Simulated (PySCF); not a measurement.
PySCF job for methyl formate cation (C₂H₄O₂), SMILES COC=O (connectivity only; charge and spin as stated), charge +1, multiplicity 2, B3LYP/pcH-1. Geometry optimised at B3LYP-D3(BJ)/def2-SVP. The multiplicity is an assumed one; other spin states were not compared. One conformer was computed; it need not be the lowest.

```python
import numpy as np
from pyscf import gto, scf, dft
from pyscf.prop.hfc import uks as hfc
from pyscf.prop.gtensor import uks as gtensor

mol = gto.M(
    atom='''
    C    -0.38442163   -1.45252522    0.00000000
    O     0.69599726   -0.42405482   -0.00000000
    C     0.45302224    0.80754639    0.00000000
    O    -0.68572612    1.34624194   -0.00000000
    H    -0.97778444   -1.31878710   -0.91431733
    H     0.15713498   -2.40271977   -0.00000000
    H    -0.97778444   -1.31878710    0.91431733
    H     1.30466100    1.53267001    0.00000000
    ''',
    basis='pcH-1',
    charge=1,
    spin=1,
    max_memory=1600,
    verbose=3,
)
mf = dft.UKS(mol, xc='b3lyp').density_fit(auxbasis='def2-universal-jkfit')
mf.grids.level = 3
mf.conv_tol = 1e-10
mf.max_cycle = 100
mf.kernel()
fine, coarse = mf.grids, dft.Grids(mol).set(level=1).build(with_non0tab=True)
for _ in range(3):  # follow internal instabilities
    mf.grids = coarse
    mo, _, stable, _ = mf.stability(return_status=True, nroots=4)
    mf.grids = fine
    if stable:
        break
    mf.kernel(mf.make_rdm1(mo, mf.mo_occ))
A = hfc.HFC(mf).make_fcdip(mf.make_rdm1())  # Fermi contact and dipolar terms, MHz
print('atom   A(iso)/MHz   principal dipolar parts/MHz')
for i, a in enumerate(A):
    w = np.linalg.eigvalsh((a + a.T) / 2)
    print(f'{mol.atom_symbol(i):2s}{i + 1:3d} {w.mean():12.2f}', (w - w.mean()).round(2))
gt = gtensor.GTensor(mf)
gt.dia_soc2e, gt.para_soc2e, gt.so_eff_charge = None, None, True
gt.max_cycle_cphf = 60
g = gt.kernel()
```

Program output:

```

WARN: HOMO -0.372917787881565 >= LUMO -0.372917787881561

converged SCF energy = -228.6892016201  <S^2> = 0.75450658  2S+1 = 2.0045015
<class 'pyscf.df.df_jk.DFUKS'> wavefunction is stable in the internal stability analysis
atom   A(iso)/MHz   principal dipolar parts/MHz
C   1         1.58 [-1.36 -0.22  1.58]
O   2        -6.43 [-23.42   8.19  15.22]
C   3       -42.37 [-11.75  -1.28  13.03]
O   4       -51.03 [-280.19  131.81  148.37]
H   5         0.16 [-3.72 -2.92  6.64]
H   6        -0.50 [-1.92 -1.11  3.04]
H   7         0.16 [-3.72 -2.92  6.64]
H   8       197.69 [-10.43  -2.87  13.3 ]
SOC(1e)/OZ [0.01284264 0.00048027 0.00789155]
free electron g 2.00231930436182
g-tensor total [2.01510012 2.00246119 2.0100146 ]
g-shift (ppt) [12.78081134  0.14188385  7.69529801]
```

The run converged.
